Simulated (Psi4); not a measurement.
Conformational energy of SMILES C=CC1CC1. Scanned: dihedral C1–C2–C3–C4; all other coordinates were relaxed at GFN2-xTB. Heavy atoms are numbered in the order of the SMILES C=CC1CC1, hydrogens after them in the order of the atoms that carry them; the mirror image has the same energies with the sign of each dihedral reversed.

Computed with: PBE/def2-TZVP // GFN2-xTB (Psi4); PBE-D3(BJ)/def2-TZVP // GFN2-xTB (Psi4); MP2/cc-pVTZ = DF-MP2 (frozen core)/cc-pVTZ // GFN2-xTB (Psi4 1.11).

Energies relative to the lowest point of each profile, in kJ/mol; the last columns give the difference from MP2:

```
φ / °  PBE/def2-TZVP  PBE-D3(BJ)/def2-TZVP  MP2/cc-pVTZ  PBE/def2-TZVP − MP2/cc-pVTZ  PBE-D3(BJ)/def2-TZVP − MP2/cc-pVTZ
-----  -------------  --------------------  -----------  ---------------------------  ----------------------------------
-165             2.4                   2.3          2.4                          0.0                                 0.0
-150             0.0                   0.0          0.0                          0.0                                 0.0
-135             0.6                   0.6          0.6                          0.0                                 0.0
-120             4.0                   3.9          4.0                         -0.1                                -0.1
-105             9.3                   9.2          9.2                          0.1                                 0.0
-90             14.3                  14.1         13.8                          0.5                                 0.3
-75             16.3                  16.0         15.1                          1.2                                 0.9
-60             14.7                  14.2         12.7                          2.0                                 1.5
-45             11.1                  10.5          8.8                          2.3                                 1.7
-30              8.2                   7.4          6.0                          2.2                                 1.4
-15              7.2                   6.4          5.4                          1.8                                 1.0
0                8.0                   7.0          6.3                          1.6                                 0.7
15               9.1                   8.0          7.1                          2.0                                 0.9
30               9.5                   8.3          7.1                          2.4                                 1.2
45               9.4                   8.3          7.2                          2.3                                 1.1
60               8.7                   7.7          7.0                          1.8                                 0.8
75               7.6                   6.8          6.0                          1.6                                 0.7
90               7.2                   6.5          5.4                          1.8                                 1.1
105              8.8                   8.1          6.6                          2.2                                 1.5
120             12.1                  11.5          9.9                          2.2                                 1.6
135             15.5                  15.0         13.7                          1.8                                 1.3
150             16.2                  15.9         15.1                          1.1                                 0.8
165             12.8                  12.6         12.4                          0.4                                 0.2
180              7.2                   7.1          7.1                          0.1                                 0.0
```

PBE/def2-TZVP is furthest from MP2/cc-pVTZ at 30 (2.4 kJ/mol, above); its mean absolute difference over the points is 1.3 kJ/mol.

PBE-D3(BJ)/def2-TZVP is furthest from MP2/cc-pVTZ at -45 (1.7 kJ/mol, above); its mean absolute difference over the points is 0.8 kJ/mol.
